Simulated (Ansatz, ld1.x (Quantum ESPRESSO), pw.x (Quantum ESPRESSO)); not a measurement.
## boron (B): does the ultrasoft potential hold in the solid?

| Property | Result |
| --- | --- |
| Element | boron (B) |
| Generator | ld1.x (Quantum ESPRESSO) 7.5 |
| Type | ultrasoft |
| Functional | PBEsol |
| Relativity | scalar-relativistic |
| Frozen core | [He] |
| Valence charge | 3 |
| Reference configuration | 2s1.5 2p1.5 |
| Partial waves | 2s (bound): rcut 1.30, rcutus 1.60 bohr; 2s channel at 0.05 Ry: rcut 1.30, rcutus 1.60 bohr; 2p (bound): rcut 2.25, rcutus 2.80 bohr; 2p channel at 0.15 Ry: rcut 2.25, rcutus 2.80 bohr |
| Local potential | all-electron potential smoothed inside 2.60 bohr (lloc = -1) |
| Core correction | Bessel-smoothed model core inside 1.20 bohr |
| Augmentation charge | PSQ, radius 1.30 bohr |

Atomic tests: cutoffs needed: 6 Ry and 10 Ry (the cutoffs (Ry, on a coarse ladder) from which the occupation-weighted sum of valence levels, in a spherical-Bessel basis at the reference potential, stays within 10 and 1 mRy of its value at 400 Ry); ghost test: no extra level below or beside the all-electron valence levels (s, p, d, f tested) (spherical-Bessel basis up to 400 Ry, 20 bohr box); largest excitation error: +18 meV (all-electron minus pseudo) for 2s1 2p0, out of 7 test configurations.

Crystal test: fcc B in pw.x 7.5, no spin, 18³ k-points, Fermi–Dirac smearing 0.01 Ry, cutoffs 40/320 Ry. The lattice is a test structure that the element need not adopt, and mesh and smearing are coarse.

pw.x input:

```
&control
  calculation='scf', prefix='x', pseudo_dir='./', outdir='./tmp', tstress=.true., disk_io='low'
/
&system
  ibrav=0, nat=1, ntyp=1, ecutwfc=40, ecutrho=320, nbnd=8,
  occupations='smearing', smearing='fd', degauss=0.01
/
&electrons
  conv_thr=1e-09, mixing_beta=0.4, electron_maxstep=70
/
ATOMIC_SPECIES
B 1.0 B.UPF
CELL_PARAMETERS angstrom
  0.00000000 1.42898750 1.42898750
  1.42898750 0.00000000 1.42898750
  1.42898750 1.42898750 0.00000000
ATOMIC_POSITIONS crystal
B 0.0000 0.0000 0.0000
K_POINTS automatic
18 18 18 0 0 0
```

```bash
pw.x < B.scf.in > B.scf.out
```

Question: How does the run end?

Answer: It converges; the pressure is 60.14 GPa against -0.51 GPa from all-electron LAPW. The largest radius (2.80 bohr) exceeds half the bond length (1.91 bohr), so the spheres overlap, which is one possible source of error among others. This is a poor potential for the solid. The atomic tests give no hint of an error of this size, and its cause was not traced. The log shows:

```
Message from routine setup:
     using ibrav=0 with symmetry is DISCOURAGED, use correct ibrav instead
     lattice parameter (alat)  =       3.8189  a.u.
     unit-cell volume          =      39.3833 (a.u.)^3
     number of electrons       =         3.00
     number of Kohn-Sham states=            8
     kinetic-energy cutoff     =      40.0000  Ry
     charge density cutoff     =     320.0000  Ry
     scf convergence threshold =      1.0E-09
     Exchange-correlation= PBESOL
     number of k points=   195  Fermi-Dirac smearing, width (Ry)=  0.0100
     iteration #  1     ecut=    40.00 Ry     beta= 0.40
     total energy              =      -5.65036308 Ry
     estimated scf accuracy    <       0.00124373 Ry
     iteration #  2     ecut=    40.00 Ry     beta= 0.40
     total energy              =      -5.65030286 Ry
     estimated scf accuracy    <       0.00043241 Ry
     iteration #  3     ecut=    40.00 Ry     beta= 0.40
     total energy              =      -5.65030455 Ry
     estimated scf accuracy    <       0.00000007 Ry
     iteration #  4     ecut=    40.00 Ry     beta= 0.40
     total energy              =      -5.65030455 Ry
     estimated scf accuracy    <          7.5E-09 Ry
     iteration #  5     ecut=    40.00 Ry     beta= 0.40
     the Fermi energy is    15.1812 ev
!    total energy              =      -5.65030455 Ry
     estimated scf accuracy    <          7.6E-11 Ry
     smearing contrib. (-TS)   =      -0.00089890 Ry
     The total energy is F=E-TS. E is the sum of the following terms:
     one-electron contribution =       4.34770899 Ry
     hartree contribution      =       0.02041160 Ry
     xc contribution           =      -2.37720722 Ry
     ewald contribution        =      -7.64031901 Ry
     convergence has been achieved in   5 iterations
          total   stress  (Ry/bohr**3)                   (kbar)     P=      601.42
```
